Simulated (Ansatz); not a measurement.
Ideal-gas functions of BH$_{5}$O, SMILES `[BH3-][OH2+]` at 600 K and 1 bar, from an Ansatz frequency run at PBE0-D4/def2-TZVP.

Molar mass 31.85 g/mol, point group Cs (symmetry number 1), electronic degeneracy 1, moments of inertia 5.805, 27.626, 28.446 u Å². Harmonic wavenumbers (cm⁻¹, unscaled): 174, 506, 610, 655, 954, 1033, 1171, 1182, 1187, 1633, 2471, 2547, 2579, 3802, 3898.

Use S(trans) = R[1.5 ln M + 2.5 ln T − 1.1517]; rotational temperatures θ = 24.2544 K / I; S(rot) = R[ln(√π/σ · √(T³/θAθBθC)) + 1.5]; for each mode x = 1.438777 ν̃/T, S = R[x/(eˣ − 1) − ln(1 − e⁻ˣ)] and H = RT x/(eˣ − 1); 1 cm⁻¹ = 0.0119627 kJ/mol; R = 8.31446 J/(mol·K).

By hand: the entropy, in J/(mol·K).

Translation 166.6. Rotation: θ = 4.1782, 0.878, 0.8526 K, giving 92.3. Vibration, mode by mode: 15.64, 7.20, 5.86, 5.37, 3.04, 2.62, 2.02, 1.97, 1.96, 0.83, 0.15, 0.13, 0.12, 0.01, 0.01, in all 46.9. Electronic 0.0. Sum 305.8 J/(mol·K).

By hand: H − E and G − E in kJ/mol, counted from the electronic energy.

Zero-point energy ½ × 24402 × 0.0119627 = 146.0; thermal vibration 16.5; translation, rotation and pV give 4 RT = 20.0. H − E = 182.5 kJ/mol, and G − E = 182.5 − 600 × 305.8/1000 = -1.0 kJ/mol.

Vibration gives 15 % of the entropy.
